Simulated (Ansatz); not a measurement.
## Strength of the C–O bond: C5H6O → C2H3O + C3H3

Species: C5H6O `C#CCOC=C`, singlet; C2H3O (vinyloxy radical) `C=C[O]`, doublet; C3H3 (propargyl radical) `[CH]=C=C`, doublet. 

Shapes, held fixed at every level: PBE0-D4/def2-TZVP. Flexible molecules stand in one conformer, not always the lowest. Programs: Ansatz 0.2.0. The zero-point and thermal change to 298 K, harmonic and unscaled (PBE0-D4/def2-TZVP), is -23.9 kJ/mol.

```csv
level,kind,ΔH(298 K) (kJ/mol),CPU time (sum over the molecules)
HF/def2-TZVPP,Hartree–Fock,+60.7,–
r2SCAN-D4/def2-TZVPP,meta-GGA,+165.2,37 s
B3LYP-D4/def2-TZVPP,global hybrid,+179.8,28 s
BHLYP-D4/def2-TZVPP,global hybrid,+175.1,21 s
PBE0-D4/def2-TZVPP,global hybrid,+192.3,20 s
wB97X-V/def2-TZVPP,range-separated hybrid,+206.3,54 s
B2PLYP/def2-TZVPP,double hybrid,+194.8,37 s
```

B2PLYP/def2-TZVPP gives ΔH(298 K) = +194.8 kJ/mol; the levels span +60.7 to +206.3. The median of the levels is +179.8. Hartree–Fock misses the correlation of the pair that is broken and comes out low. No measured value is set beside it here. Spin contamination: C2H3O (⟨S²⟩ up to 0.92), C3H3 (⟨S²⟩ up to 0.96). Open shells run unrestricted unless RO is named. Times are processor times on shared x86 and Arm servers, and rough.
